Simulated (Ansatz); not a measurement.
**What a trial cell of Pt2I3 relaxes into**

The calculation used DFT PBE, scalar-relativistic, plane waves, PAW (Ansatz 0.2.0). Cutoff 420 eV, Γ-centred k mesh, Gaussian smearing, no spin polarisation in the final step.

Pt2I3 was placed on the A-type sesquioxide structure type (P-3m1, No. 164), with Pt in place of La, I in place of O, at a guessed volume.

```
CELL_PARAMETERS angstrom
4.85735 0.00000 0.00000
-2.42868 4.20659 0.00000
0.00000 0.00000 7.55725
ATOMIC_POSITIONS crystal
Pt 0.33333 0.66667 0.24500
Pt 0.66667 0.33333 0.75500
I 0.00000 0.00000 0.00000
I 0.33333 0.66667 0.64500
I 0.66667 0.33333 0.35500
```

Steps on the 6×6×2 mesh (5 atoms). 12 of 16 steps are shown, and the free energy counts from the last. Trial steps that were taken back and renewals of the plane-wave basis can be among the rows.

```csv
step,ΔF (meV/atom),V (Å³/atom),P (GPa),largest force component (eV/Å)
1,478.2,30.88,-5.50,0.932
2,338.3,27.82,-0.64,0.403
4,152.4,27.49,0.91,0.887
5,58.8,27.01,0.92,0.269
6,30.1,26.61,0.26,0.267
8,23.8,27.38,-0.64,0.130
9,22.9,27.05,0.27,0.028
11,12.2,27.16,0.67,0.009
12,5.8,27.60,0.39,0.013
13,1.4,28.29,0.14,0.015
15,0.5,29.08,-0.08,0.025
16,0.0,29.08,-0.05,0.026
```

A final relaxation ran on a 12×12×4 mesh. The relaxed crystal, P-3m1 (No. 164):

```cif
data_structure
_symmetry_space_group_name_H-M 'P-3m1'
_symmetry_Int_Tables_number 164
_cell_length_a 4.1132
_cell_length_b 4.1132
_cell_length_c 10.1154
_cell_angle_alpha 90.000
_cell_angle_beta 90.000
_cell_angle_gamma 120.000
_cell_volume 148.21
loop_
_atom_site_label
_atom_site_type_symbol
_atom_site_symmetry_multiplicity
_atom_site_Wyckoff_symbol
_atom_site_fract_x
_atom_site_fract_y
_atom_site_fract_z
_atom_site_occupancy
Pt1 Pt 2 d 0.33333 0.66667 0.16273 1
I1 I 1 a 0.00000 0.00000 0.00000 1
I2 I 2 d 0.33333 0.66667 0.69945 1
```

```json
{
 "Volume per atom": "29.6 Å³",
 "Density": "8.6 g/cm³",
 "Energy over the elements": "0.12 eV/atom",
 "Gap on the 12×12×4 mesh": "0 eV (a metal)"
}
```

Energies over the elements count from the elements' standard structures at the same level, with no empirical corrections.

The final run used a 12×12×4 mesh on its 5-atom cell and 0.10 eV smearing. For metals, differences of a few meV/atom aren't resolved. No dispersion correction is applied, so the spacing between layers, chains or molecules is poorly fixed, and with it the volume and density. Spin–orbit coupling is left out.

A structure relaxed within its symmetry needn't be a true minimum.

Cost: 3 runs of about 3.2 core-minutes in all, on Intel Xeon 6975P-C (Granite Rapids) (shared hosts).